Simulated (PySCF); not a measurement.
Level of theory: PySCF with PBE-D3(BJ)/def2-TZVP // B3LYP-D3(BJ)/def2-TZVP. Gas-phase values, no solvent. 

Reference species (SMILES): `[Al]([F])([F])[F]` (neutral, multiplicity 1).

| Property | Value |
|---|---|
| HOMO–LUMO gap | 7.20 eV |
| HOMO | -9.62 eV |

Changed species: `[AlH3]` (3 of 3 F replaced by H; the reference has 0 of 3 F replaced by H).

Question: Give the shifts of the HOMO–LUMO gap and HOMO.

Answer: the HOMO–LUMO gap falls by 2.42 eV, to 4.78 eV; the HOMO rises by 2.31 eV, to -7.31 eV.
